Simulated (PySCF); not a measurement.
Gas-phase reaction: Al₂O + 4 HCl + H₂O = 2 AlCl₂OH + 2 H₂

Energies from PySCF, thermal terms from the rigid-rotor harmonic-oscillator model, ideal gas at 1 bar. S°(298 K) at PBE0/def2-TZVP differs from the NASA 1993 table for Al₂O (+6 J/mol/K); whether the harmonic model or the table's entry is off was not settled. † marks an energy on the PBE0/def2-TZVP geometry and frequencies; other levels use their own. MP2 and CCSD(T) freeze the core. All species are closed-shell singlets. AlCl₂OH: computed as isolated molecules; such fragments, hydroxides, amides, oligomers or adducts are transient or little studied in the gas. MP2 isn't extrapolated to the basis-set limit; its ΔH°(298 K) is -712.4 kJ in def2-SVP and -721.8 kJ in def2-TZVPP. CCSD(T) isn't extrapolated to the basis-set limit; its ΔH°(298 K) is -656.3 kJ in def2-SVP and -672.3 kJ in def2-TZVPP. The harmonic model lacks anharmonicity and excited electronic states, which grow with temperature; levels with a mode under 35 cm⁻¹ are left out. Soft modes under 120 cm⁻¹ make the harmonic entropy rough for Al₂O. Warning, large T1 diagnostic: Al₂O (CCSD(T)/def2-SVP†).

ΔH° and ΔS° at 298 K: CCSD(T)/def2-SVP† -656 kJ, -287 J/K; HF/def2-TZVP† -690 kJ, -287 J/K; M06-2X/def2-TZVP† -716 kJ, -287 J/K; MP2/def2-SVP† -712 kJ, -287 J/K; MP2/def2-TZVPP† -722 kJ, -287 J/K; PBE/def2-SVP -686 kJ, -284 J/K.

Problem. With the heat capacities included, give log10 K (1 bar) at 600, 1000, 1200, 1400, 2000 K from CCSD(T)/def2-SVP†, HF/def2-TZVP†, M06-2X/def2-TZVP†, MP2/def2-SVP†, MP2/def2-TZVPP†, PBE/def2-SVP.

Solution. 
```tsv
T (K)	CCSD(T)/def2-SVP†	HF/def2-TZVP†	M06-2X/def2-TZVP†	MP2/def2-SVP†	MP2/def2-TZVPP†	PBE/def2-SVP
600	42.4	45.3	47.6	47.3	48.1	45.2
1000	20.0	21.8	23.1	22.9	23.4	21.7
1200	14.5	16.0	17.1	16.9	17.3	16.0
1400	10.6	11.8	12.8	12.7	13.0	11.9
2000	3.6	4.5	5.2	5.1	5.3	4.6
```
